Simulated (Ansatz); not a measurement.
**MgNH (triplet): from Hartree-Fock to the top rungs at scale of all distances = 2.423, 6-31G**

How much of the correlation energy of MgNH (triplet) does each wave-function method recover here?

Computed with Ansatz 0.2.0, Gaussian basis. Level: 6-31G, core rule «outside noble gas», up to 6 orbitals frozen.

The runs, in order: UHF; CCSD(T) on ROHF; CCSD(T) on UHF; BCCD(T) on ROHF; CISD as a restricted active space (open shells left free, so some higher excitations enter); CCSDT(Q) on ROHF; CCSDT(Q) on UHF; CISDTQ; CCSDTQ on ROHF; CCSDTQ on UHF; CASSCF and MRCISD+Q, 4 electrons in 4 orbitals; CASSCF and NEVPT2, 4 electrons in 4 orbitals; CASSCF and MRCISD+Q, 8 electrons in 9 orbitals; CASSCF and NEVPT2, 8 electrons in 9 orbitals; Full CI.

22 further runs of the same task are left out: 8 for a known fault of the program, 10 that didn't finish, 4 set aside as unsound or not needed. Runs told in other sessions of the task aren't counted.

## Step 1: The geometry

The geometry derives from a PBE0/def2-TZVP stationary point (not a proven minimum). All distances are scaled together.

3 atoms, charge 0, spin multiplicity 3.

Atoms are counted from 1 here; the program's logs count them from 0.

No contacts short enough for the rule that draws bonds.

## Step 2: UHF

File in.yaml:

```yaml
crystal:
  periodic: [false, false, false]
  atoms:
    - {symbol: N, position_ang: [0.000000, 0.000000, 0.703235]}
    - {symbol: Mg, position_ang: [0.000000, 0.000000, -3.856124]}
    - {symbol: H, position_ang: [0.000000, 0.000000, 3.152888]}
basis:
  gaussian: {orbitals: 6-31G}
magnetization: {spin_polarized: true, initial_magnetization: 2}
hamiltonian: {xc: hf}
output: {orbitals: {seedname: orbitals}}
```

On the command line:

```console
> ansatz run in.yaml --threads 1 --pin off --events-out ev --progress --plain --max-ram 2393MiB
```

After this run come: CCSD(T) on ROHF; CCSD(T) on UHF; BCCD(T) on ROHF; CISD as a restricted active space (open shells left free, so some higher excitations enter); CCSDT(Q) on ROHF; CCSDT(Q) on UHF; CISDTQ; CCSDTQ on ROHF; CCSDTQ on UHF; CASSCF and MRCISD+Q, 4 electrons in 4 orbitals; CASSCF and NEVPT2, 4 electrons in 4 orbitals; CASSCF and MRCISD+Q, 8 electrons in 9 orbitals; CASSCF and NEVPT2, 8 electrons in 9 orbitals; Full CI.

Q: Predict the results of all the runs planned. Wanted: FCI from the RHF energy; RMP2 from FCI; UMP2 from FCI; RCCSD from FCI; RCCSD(T) from FCI; UCCSD(T) from FCI; RCCSDT(Q) from FCI; UCCSDT(Q) from FCI; NEVPT2 pair from FCI.

The runs gave:

| quantity | value |
| --- | --- |
| FCI from the ROHF energy | -5.7703 eV |
| RMP2 from FCI | +63.89 kcal/mol |
| UMP2 from FCI | +15.10 kcal/mol |
| RCCSD from FCI | +2.25 kcal/mol |
| RCCSD(T) from FCI | +0.37 kcal/mol |
| UCCSD(T) from FCI | +0.64 kcal/mol |
| RCCSDT(Q) from FCI | -0.10 kcal/mol |
| UCCSDT(Q) from FCI | -0.02 kcal/mol |
| NEVPT2 pair from FCI | +15.42 kcal/mol |
| MRCISD+Q pair from FCI | -1.22 kcal/mol |
| NEVPT2 valence from FCI | +8.02 kcal/mol |
| levels within 1 kcal/mol (43 meV) | UCCSD, RCCSD(T), UCCSD(T), BCCD(T), RCCSDT, UCCSDT, RCCSDT(Q), UCCSDT(Q), RCCSDTQ, UCCSDTQ, MRCISD valence, MRCISD+Q valence |
| T1 diagnostic | 0.207 |
| effectively unpaired electrons | 3.81 |

**Reading.** RCCSD(T) lands +0.37 kcal/mol from the yardstick (0.3 % of the correlation energy). RCCSDT(Q), MRCISD+Q pair fall below full CI, which methods that aren't variational can do. The occupations show strong static correlation (3.8 unpaired electrons where one determinant has 2). Coupled cluster on one determinant still stays close here. Of the multireference levels listed MRCISD+Q valence comes nearest in total energy (+0.02 kcal/mol), which doesn't show that its space is the better one. Coupled cluster took another determinant than the lowest Hartree-Fock one. These misses are within one basis, not against nature; the frozen cores of restricted and unrestricted runs differ, which can shift their rows.

Levels on UHF freeze UHF's core orbitals, full CI those of ROHF, so the U rows can settle a little off it for that reason alone.

With open shells the CI space here admits some higher excitations, so it is larger than plain CISD.
